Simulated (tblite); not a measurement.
Species: C₅H₇Cl.
SMILES with atom numbers: `[CH3:1][CH2:2][C:3]1=[C:4]([Cl:5])[CH2:6]1` (hydrogens: H7, H8, H9 on C1; H10, H11 on C2; H12, H13 on C6)

Geometry (GFN2-xTB, Å), atoms numbered from 1 in this order:
```
atom  x, y, z in Å
C1     1.6912    0.8341    0.1120
C2     0.8852   -0.4342    0.3753
C3    -0.5179   -0.2753   -0.0281
C4    -1.5016    0.4154   -0.5226
Cl5   -2.1296    1.8266   -1.1922
C6    -1.8636   -0.9761   -0.1051
H7     1.2708    1.6695    0.6656
H8     2.7249    0.6970    0.4195
H9     1.6723    1.0795   -0.9466
H10    0.9201   -0.6900    1.4392
H11    1.3171   -1.2769   -0.1741
H12   -2.0315   -1.7368   -0.8603
H13   -2.4416   -1.1324    0.7997
```

Computed with GFN2-xTB (tblite): harmonic, unscaled wavenumbers at the GFN2-xTB geometry, gas phase. This tight-binding method is rough: wavenumbers can miss measured ones by several per cent, in bad cases by 10 to 20. One conformer, not necessarily the lowest.

Harmonic wavenumbers (cm⁻¹): 45.1, 105.9, 174.5, 249.9, 305.0, 336.2, 416.1, 556.8, 751.4, 803.5, 970.4, 1004.0, 1035.4, 1037.9, 1084.9, 1091.2, 1127.8, 1194.1, 1224.7, 1323.0, 1409.7, 1456.7, 1489.5, 1493.3, 1500.7, 1935.3, 2929.7, 2951.9, 3000.4, 3016.7, 3042.3, 3047.6, 3050.9.

A = 4566, B = 1790, C = 1318 MHz; mass 102.024 u (most abundant isotopes); point group Cs, symmetry number 1.

What is the zero-point energy?

Half the sum of the wavenumbers: 22581 cm⁻¹ = 64.56 kcal/mol.

Give the ideal-gas entropy at 400 K and 1 bar in the rigid-rotor, harmonic-oscillator model (classical rotation).

Translation 41.26, rotation 28.67, vibration 23.89: S = 93.8 cal/(mol K).

And Cp and H(400 K) − H(0)?

Cp = 32.19 cal/(mol K), of which vibrations give 24.24 (their classical limit is 33 R = 65.6); H(400 K) − H(0) = 8.09 kcal/mol without the zero-point energy, 4.91 from vibrations.

What must be added to the electronic energy to get the Gibbs energy at 400 K and 1 bar?

ZPE + [H(400 K) − H(0)] − T·S = 64.56 + 8.09 − 37.53 = 35.12 kcal/mol.

How do the functions run with temperature in this model?

| T (K) | S (cal/(mol K)) | Cp (cal/(mol K)) | H − H(0) (kcal/mol) | G − H(0) (kcal/mol) | ln q(vib) |
| --- | --- | --- | --- | --- | --- |
| 50 | 55.5 | 11.1 | 0.47 | -2.31 | 0.38 |
| 100 | 64.3 | 14.6 | 1.11 | -5.32 | 1.12 |
| 298.15 | 85.3 | 26.0 | 5.12 | -20.31 | 4.27 |
| 373.15 | 91.6 | 30.6 | 7.24 | -26.95 | 5.43 |
| 500 | 101.6 | 37.7 | 11.59 | -39.22 | 7.38 |
| 750 | 119.0 | 48.0 | 22.39 | -66.85 | 11.15 |
| 1000 | 133.8 | 54.8 | 35.29 | -98.49 | 14.71 |

q(vib) and H(0) count from the zero-point level.

Blend soft modes into free rotors: weight 1/[1 + (100 cm⁻¹/ν̃)⁴] for the oscillator and the rest for a rotor with moment μB/(μ + B), μ = h/(8π²ν), B = 10⁻⁴⁴ kg m². What vibrational entropy results?

21.89 cal/(mol K) in place of 23.89, which changes −T·S at 400 K by +0.80 kcal/mol.

Hindered rotation and anharmonicity are outside this model. Other conformers, if any are populated, would add a mixing term that is left out.
